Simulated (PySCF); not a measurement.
Species: 1,2-butadiene, C4H6.
InChI=1S/C4H6/c1-3-4-2/h4H,1H2,2H3

The closed-shell ground state was solved at several levels (PySCF, density fitting, gas phase, non-relativistic). Isolated species at its GFN2-xTB geometry, gas phase.

```
          level  basis functions  HOMO (eV)  LUMO (eV)  gap (eV)  dipole (D)
    B3LYP/pcJ-1              168      -7.01       0.22      7.23        0.42
B3LYP/def2-SVPD              128      -7.04       0.05      7.09        0.42
```

(1) What might PBE0/pcSseg-1 (98 basis functions) give for the same quantities?

(2) Over all these levels, which gives the widest orbital gap and which the narrowest?

(3) How far do the dipole and the HOMO energy spread over the levels?

## Answers

(1) HOMO -7.24 eV, LUMO 0.46 eV, gap 7.70 eV, dipole 0.44 D.

(2) PBE0/pcSseg-1 (global hybrid, 25 % exact exchange) has the widest, 7.70 eV, and B3LYP/def2-SVPD (global hybrid, 20 % exact exchange) the narrowest, 7.09 eV. Functional and basis both differ between the two, so the spread mixes both effects.

(3) The dipole runs from 0.42 to 0.44 D (mean 0.43 D) and the HOMO from -7.24 to -7.01 eV.
